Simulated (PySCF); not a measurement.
ethane (C2H6), SMILES CC. Atoms are numbered in the order given.

```xyz
8

C      0.0000     0.0000    -0.7634
C      0.0000     0.0000     0.7634
H     -0.8824    -0.5094    -1.1597
H      0.8824    -0.5094    -1.1597
H      0.0000     1.0189    -1.1597
H     -0.8824     0.5094     1.1597
H      0.8824     0.5094     1.1597
H      0.0000    -1.0189     1.1597
```

Coordinates come from a ωB97X-D3(BJ)/def2-TZVP optimisation.

Two levels are set side by side: PBE/pcJ-1 (PySCF) and PBE0/pcJ-1 (PySCF). One-bond couplings, all four terms, same geometry. Isotopes: 13C, 1H. Differences are taken from unrounded values.

| quantity | PBE0 |
|---|---|
| ¹J(C1,C2) (Hz) | 34.8 |
| ¹J(C1,H3) (Hz) | 124.1 |
| ¹J(C1,H4) (Hz) | 124.1 |
| ¹J(C1,H5) (Hz) | 124.1 |
| ¹J(C2,H6) (Hz) | 124.1 |
| ¹J(C2,H7) (Hz) | 124.1 |
| ¹J(C2,H8) (Hz) | 124.1 |

Task: What does PBE give, and how far is it from PBE0? (The exact figures need the calculation; the answer reports its results.)

Result: 
```
quantity          PBE  PBE minus PBE0
--------------  -----  --------------
¹J(C1,C2) (Hz)   30.2            -4.5
¹J(C1,H3) (Hz)  120.4            -3.7
¹J(C1,H4) (Hz)  120.4            -3.7
¹J(C1,H5) (Hz)  120.4            -3.7
¹J(C2,H6) (Hz)  120.4            -3.7
¹J(C2,H7) (Hz)  120.4            -3.7
¹J(C2,H8) (Hz)  120.4            -3.7
```

Rough cost on one machine, each run with all the roots and properties that it gave: PBE0 against PBE about 2 times.
